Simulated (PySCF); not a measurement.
## Does the structure fit the spectrum?

A compound C$_{5}$H$_{4}$ gives the data below (simulated from a calculation) and was assigned the structure `C#CCC#C`.

$^{13}$C{$^{1}$H} NMR (computed): δ 119.9 (CH, 2C), 95.0 (C), 66.4 (CH), 5.8 (CH).

$^{1}$H NMR (400 MHz, computed): δ 7.27 (d, J = 2.1 Hz, 2H), 2.13 (q, J = 2.1 Hz, 1H), 0.96 (d, J = 2.1 Hz, 1H).

PySCF 2.14 calculation with shieldings: GIAO PBE0/pcSseg-1, GFN2-xTB structure and B3LYP/pcJ-1 coupling constants; no relativistic terms, single conformer, equivalent nuclei averaged, in vacuum.

Shifts are taken against calculated references (same method and geometry level): $^{1}$H, $^{13}$C against TMS.

(1) Compare with the shifts computed for the proposed structure, pairing carbons in order of shift.

(2) Which isomer fits?

Results:

(1) Numbering as in the mapped SMILES `[CH:1]#[C:2][CH2:3][C:4]#[CH:5]`. Hydrogens are named by the atom that carries them.

```csv
atom,computed for proposal,given list,difference
C2,82.4,119.9,-37.5
C4,82.4,119.9,-37.5
C1,76.3,95.0,-18.7
C5,76.3,66.4,+9.9
C3,11.3,5.8,+5.5
```

The rms difference is 25.6 ppm and the largest -37.5 ppm at C2 (alkyne carbon). The proposal also would give 3 carbon signals, not 4. The carbon types in order of shift don't match either: C, C, CH, CH, CH2 for the proposal against CH, CH, C, CH, CH in the data. The proposal doesn't fit.

(2) SMILES C#CC1C=C1.

Carbon types of the structure: 1 × C, 4 × CH, which accounts for all hydrogens. δC 119.9: alkene CH; an sp2 carbon of a C=C bond. δC 95.0: alkyne carbon; sp carbons lie upfield of alkene carbons because the cylindrical π system leaves one tensor component strongly shielded. δC 66.4: terminal alkyne carbon; the triple bond shields along its axis, which puts it between sp3 and sp2 carbons. δC 5.8: three-membered-ring carbon; carbons of three-membered rings are unusually shielded.

The shifts were computed for this structure.

Splittings below 1 Hz are ignored in the labels, and close J values are merged. Unscaled 3J(H,H) at this level run about 10 % above measured values. Shifts are as computed. Against solution values, carbons near 30 ppm lie about +3 ppm off and those near 130 ppm about +5 ppm. Of 1211 compounds with measured shifts, 218 miss one by over three times the rms of a fit or turn the order of signals round; such compounds aren't used in these exercises.
